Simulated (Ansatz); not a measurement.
Frontier orbitals of `FCC(Cl)CF`.

The species carries charge 0 and has multiplicity 1. Geometry: relaxed with PBE0-D4/def2-TZVP. It is a higher conformer; a search finds a lower one. Basis def2-TZVPP, Ansatz 0.2.0.

Orbital energies of one run (eV). Highest occupied ones, from the top: -7.41, -7.44, -8.41, -8.59, -8.65, -9.28, -10.44, -11.15, -12.15, -12.39, -12.87, -13.23, -13.49, -15.41. Empty: -0.85, 0.06, 0.09, 0.81, 0.97, 1.86.

Problem. Which functional gave them?
A. CAM-B3LYP
B. B3LYP
C. ωB97M-V
D. LDA (SPW92)

Solution. D. HOMO energies: LDA (SPW92) -7.41, CAM-B3LYP -10.15, B3LYP -8.46, ωB97M-V -11.04 eV.

B3LYP here is the variant with VWN-RPA as its local correlation; programs differ in this.
